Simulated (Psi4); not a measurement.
**CClF2 (chlorodifluoromethyl radical) at UTPSS/6-31G(d) (spherical functions, sweep point 6)**

What is the vertical electron affinity of CClF2 (chlorodifluoromethyl radical) at UTPSS/6-31G* (spherical functions, sweep point 6)? 

The results are computed with Psi4 1.11.

4 further runs of the same task are left out: 4 set aside as unsound or not needed.

### Step 1. The structure to begin with

The species is CClF2 (4 atoms), meant as a doublet with charge 0. SMILES: `F[C](F)Cl`. Geometry: relaxed at PBE0-D4/def2-TZVP.

Bond lengths: F1–C2 1.315 Å, C2–F3 1.315 Å, C2–Cl4 1.719 Å. Angles: F1–C2–F3 110.6°, F1–C2–Cl4 114.1°, F3–C2–Cl4 114.1°.

### Step 2. A single-point energy at UTPSS/6-31G(d) (spherical functions, sweep point 6)

The input, calc.dat:

```
memory 1600 MB

molecule system {
  0 2
  F      0.04951082     0.31993063     2.44643944
  C     -0.43577084    -0.35942591     0.10658055
  F      1.08281307    -2.19340511    -0.60206674
  Cl    -0.59148428     2.11876093    -1.98931469
  units bohr
  symmetry c1
}

set basis 6-31G*
set reference uks
set puream true
set scf_type pk
set dft_radial_points 99
set dft_spherical_points 590
set d_convergence 1e-08
set e_convergence 1e-08
set maxiter 150

E, wfn = energy('tpss', return_wfn=True)
print_variables()
```

Command:

```console
$ psi4 -n 1 calc.dat calc.out
```

calc.out:

```text
[...]
  Running in c1 symmetry.
[...]
  Nuclear repulsion =  158.060087713314061
[...]
  Multiplicity = 2
[...]
  Nalpha       = 21
  Nbeta        = 20
[...]
    Number of basis functions: 60
[...]
   @UKS iter   1:  -697.89557370816101   -1.87643e-02   4.96276e-03 DIIS/ADIIS
[...]
   @UKS iter  13:  -697.92899318931518   -4.54747e-13   4.99139e-09 DIIS
[...]
   @S^2 Observed:                7.517551121E-01
[...]
    Orbital Energies [Eh]
    ---------------------
    Alpha Occupied:
       1A   -101.013558     2A    -24.477879     3A    -24.477859
       4A    -10.210406     5A     -9.269185     6A     -7.050600
       7A     -7.039314     8A     -7.038251     9A     -1.230232
      10A     -1.169460    11A     -0.832492    12A     -0.625900
      13A     -0.536718    14A     -0.506860    15A     -0.493773
      16A     -0.404995    17A     -0.391693    18A     -0.382399
      19A     -0.323526    20A     -0.309250    21A     -0.201043
    Alpha Virtual:
      22A      0.000981    23A      0.119317    24A      0.139410
      25A      0.335868    26A      0.384510    27A      0.415575
[...]
  @UKS Final Energy:  -697.92899318931518
   => Energetics <=
    Nuclear Repulsion Energy =            158.0600877133140614
    One-Electron Energy =               -1279.0715855299615669
    Two-Electron Energy =                 477.7438422523454165
    DFT Exchange-Correlation Energy =     -54.6613376250131182
    Empirical Dispersion Energy =           0.0000000000000000
    VV10 Nonlocal Energy =                  0.0000000000000000
    Total Energy =                       -697.9289931893151788
[...]
 Multipole Moments:
 ------------------------------------------------------------------------------------
     Multipole            Electronic (a.u.)      Nuclear  (a.u.)        Total (a.u.)
 ------------------------------------------------------------------------------------
 L = 1.  Multiply by 2.5417464519 to convert [e a0] to [Debye]
 Dipole X            :          0.3545598           -0.3555241           -0.0009643
 Dipole Y            :         -0.5274745            0.5054493           -0.0220252
 Dipole Z            :          0.5550137           -0.5372316            0.0177821
 Magnitude           :                                                    0.0283238
[...]
```

Run time: 39 s. Hardware: 1 thread of Intel Xeon Platinum 8259CL at 2.50GHz (Skylake/Cascade Lake), shared host; peak memory 1.1 GiB.

### Step 3. The singlet anion, same level

The input, cclf2.inp:

```
memory 1.6 GB

molecule {
  -1 1
  F      0.04951082     0.31993063     2.44643944
  C     -0.43577084    -0.35942591     0.10658055
  F      1.08281307    -2.19340511    -0.60206674
  Cl    -0.59148428     2.11876093    -1.98931469
  units bohr
  symmetry c1
}

set puream true
set scf_type pk
set dft_radial_points 99
set dft_spherical_points 590
set d_convergence 1e-08
set e_convergence 1e-08

e_tot, wfn = energy("tpss/6-31G*", return_wfn=True)
```

Command:

```console
$ psi4 -n 1 cclf2.inp cclf2.out
```

cclf2.out:

```text
[...]
  Running in c1 symmetry.
[...]
  Nuclear repulsion =  158.060087713314061
[...]
  Multiplicity = 1
[...]
  Nalpha       = 21
  Nbeta        = 21
[...]
    Number of basis functions: 60
[...]
   @RKS iter   1:  -697.77176945610245    1.05040e-01   8.59942e-03 DIIS/ADIIS
[...]
   @RKS iter  11:  -697.89516697605279   -1.02318e-12   3.64494e-09 DIIS
[...]
    Orbital Energies [Eh]
    ---------------------
    Doubly Occupied:
       1A   -100.736927     2A    -24.169722     3A    -24.169702
       4A     -9.814094     5A     -8.991605     6A     -6.770493
       7A     -6.762817     8A     -6.762000     9A     -0.923934
      10A     -0.866818    11A     -0.544434    12A     -0.325712
      13A     -0.235312    14A     -0.212647    15A     -0.172716
      16A     -0.111153    17A     -0.101805    18A     -0.093961
      19A     -0.053701    20A     -0.045375    21A      0.183519
[...]
  @RKS Final Energy:  -697.89516697605279
   => Energetics <=
    Nuclear Repulsion Energy =            158.0600877133140614
    One-Electron Energy =               -1291.0047402853115273
    Two-Electron Energy =                 490.1065604462109491
    DFT Exchange-Correlation Energy =     -55.0570748502662966
    Empirical Dispersion Energy =           0.0000000000000000
    VV10 Nonlocal Energy =                  0.0000000000000000
    Total Energy =                       -697.8951669760527921
[...]
 Multipole Moments:
 ------------------------------------------------------------------------------------
     Multipole            Electronic (a.u.)      Nuclear  (a.u.)        Total (a.u.)
 ------------------------------------------------------------------------------------
 L = 1.  Multiply by 2.5417464519 to convert [e a0] to [Debye]
 Dipole X            :          0.9863425           -0.3555241            0.6308184
 Dipole Y            :         -0.3318625            0.5054493            0.1735868
 Dipole Z            :          0.6078919           -0.5372316            0.0706603
 Magnitude           :                                                    0.6580707
[...]
```

Run time: 22 s. Hardware: 1 thread of Intel Xeon Platinum 8259CL at 2.50GHz (Skylake/Cascade Lake), shared host; peak memory 1.1 GiB.

### Step 4. Outcome

Level: UTPSS/6-31G* (spherical functions, sweep point 6).

| quantity | value |
| --- | --- |
| doublet CClF2: total energy | -697.92899 Eh |
| doublet CClF2: dipole moment | 0.07 D |
| doublet CClF2: HOMO energy (highest over α and β) | -5.47 eV |
| doublet CClF2: LUMO energy (lowest over α and β) | -2.90 eV |
| doublet CClF2: ⟨S²⟩ | 0.752 |
| singlet anion: total energy | -697.89517 Eh |
| singlet anion: HOMO energy | 4.99 eV |
| singlet anion: LUMO energy | 7.88 eV |
| singlet anion: HOMO–LUMO gap (to an unbound level, set by the basis) | 2.89 eV |
| vertical electron affinity (to the singlet anion) | -0.920 eV |

What this shows: The anion lies 0.92 eV (88.8 kJ/mol) above the neutral: the electron isn't bound at this level, and such a value depends on the basis. Without diffuse functions anions come out too high. The HOMO (singlet anion) lies at positive energy, 4.99 eV, as semi-local functionals often give for anions; only total energies tell whether the electron is bound.
